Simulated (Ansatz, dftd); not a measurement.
System: NO₂, charge 0, doublet. NO2 (SMILES N([O])=O, doublet).
B3LYP-D3(BJ)/def2-TZVP minimum from Ansatz (a first-principles code):
```xyz
3

N      0.0007    -0.0065     0.3208
O      0.0274     1.0999    -0.1182
O     -0.0281    -1.0942    -0.1625
```
Charge 0, spin multiplicity 2.

Quantity: atomisation energy (electronic, to ground-state atoms), in kcal/mol. Open shells are spin-unrestricted; no spin-orbit coupling. Cores are frozen in correlated methods. Rows without X2C or -DK are non-relativistic. CBS(X,Y): correlation extrapolated as X^-3, Hartree-Fock from the larger set (Q,5: extrapolated as (X+1)exp(-9√X)). A bracket is a step between two methods taken in the basis named. Functionals run without relativity, which enters their misses. Double hybrids freeze cores in their MP2 part. 'core' is core correlation in cc-pwCVTZ, 'X2C' scalar relativity in cc-pVTZ-DK, both at CCSD(T).

Compared with CCSD(T)/CBS(cc-pVQZ,cc-pV5Z) + [CCSDT(Q) - CCSD(T)]/cc-pVTZ + core + X2C (Ansatz): 227.7 kcal/mol.

Costs are rough ratios of core time, to one figure, on one kind of shared machine, summed over the single points of the molecules; atoms, geometries and frequencies are left out. The first row took roughly 2 core seconds; short runs hold start-up time.

| level | program | cost relative to the first row | difference (kcal/mol) |
|---|---|---|---|
| PBE-D4/def2-TZVPD | Ansatz + dftd4 | 1 | 42.4 |
| PBE0/def2-TZVPD | Ansatz | 1 | 6.0 |
| r2SCANh-D4/def2-TZVPD | Ansatz + dftd4 | 2 | -0.6 |
| B2PLYP/def2-TZVPD | Ansatz | 2 | 3.1 |
| CCSD(T)/cc-pVQZ | Ansatz | 40 | -7.7 |
| CCSD(T)/CBS(cc-pVTZ,cc-pVQZ) | Ansatz | 40 | -2.5 |
| CCSD(T)/CBS(cc-pVTZ,cc-pVQZ) + core + X2C | Ansatz | 100 | -2.0 |

The dearest row costs roughly 100 times the first. Costs within a factor of two don't rank. The table holds for this case alone.
